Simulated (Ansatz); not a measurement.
A calculation with Ansatz (development build ahead of 0.2.0).

```yaml
crystal:
  periodic: [false, false, false]
  atoms:
    - { symbol: C, position_ang: [0.0, 0.0, 0.11038] }
    - { symbol: H, position_ang: [0.0, 0.98262, -0.33114] }
    - { symbol: H, position_ang: [0.0, -0.98262, -0.33114] }
basis:
  gaussian: { orbitals: pcseg-2 }
magnetization:
  spin_polarized: true
  initial_magnetization: 2
hamiltonian:
  xc: hf
```

The input is written out in the form of the current development build from the run's settings.

Results

- Converged: yes
- Total energy: -38.93645 hartree
- Spin squared of the determinant: 2.015
- Stability test: minimum

Caution: other spin multiplicities may lie lower.
